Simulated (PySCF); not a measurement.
C2H5O, SMILES [CH2]OC, doublet (PBE0/def2-SVP optimised geometry):

```
8

C     -0.508    -0.384     2.306
O     -0.808    -0.879     1.093
C     -0.296    -0.170     0.000
H     -0.296     0.689     2.394
H     -0.961    -0.933     3.132
H     -0.647     0.879     0.000
H      0.808    -0.170     0.000
H     -0.653    -0.662    -0.914
```

Calculation: unrestricted PBE0/def2-TZVP (PySCF 2.14.0).

### Question
What are the frontier orbital energies (α orbitals alone; a β orbital can be the lowest empty one) and the dipole moment?

### Answer
HOMO-2 -10.00 eV, HOMO-1 -9.44 eV, HOMO -5.15 eV, LUMO 1.54 eV, LUMO+1 2.48 eV; dipole moment 1.27 D.

Meta-Löwdin charges at PBE0/def2-TZVP: C1 -0.15, O2 -0.29, C3 -0.13, H4 0.10, H5 0.13, H6 0.10, H7 0.11, H8 0.13.
